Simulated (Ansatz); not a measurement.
Frontier orbitals of AlClO (`[O]=[Al][Cl]`).

Charge 0, multiplicity 1. The structure was optimised at the PBE0-D4/def2-TZVP level. Basis def2-TZVPP, Ansatz.

```csv
functional,HOMO (eV),LUMO (eV),gap (eV)
LDA (SPW92),-6.78,-3.71,3.07
PBE,-6.55,-3.44,3.11
revPBE,-6.47,-3.31,3.16
r2SCAN,-6.78,-3.11,3.67
PBE0,-7.90,-2.60,5.30
CAM-B3LYP,-9.34,-1.65,7.69
LC-ωPBE,-10.69,-0.39,10.30
ωB97X-V,-10.32,-0.54,9.78
ωB97M-V,-10.28,-0.76,9.52
HF,-11.29,0.42,11.71
```

Q: What is the vertical ionisation energy at frozen-core CCSD(T)/CBS(def2)? (Best estimate.)

A: The calculation gave: 10.36 eV (T1 of the cation 0.014).

From PBE to PBE0 the HOMO moves by −1.35 eV and the LUMO by +0.84 eV, and with ωB97M-V by −3.73 and +2.68 eV, so the gap grows from 3.11 to 9.52 eV with exact exchange. −ε(HOMO) differs from that ionisation energy by −3.81 eV with PBE and −0.08 eV with ωB97M-V.

LC-ωPBE has ω = 0.4 bohr⁻¹.
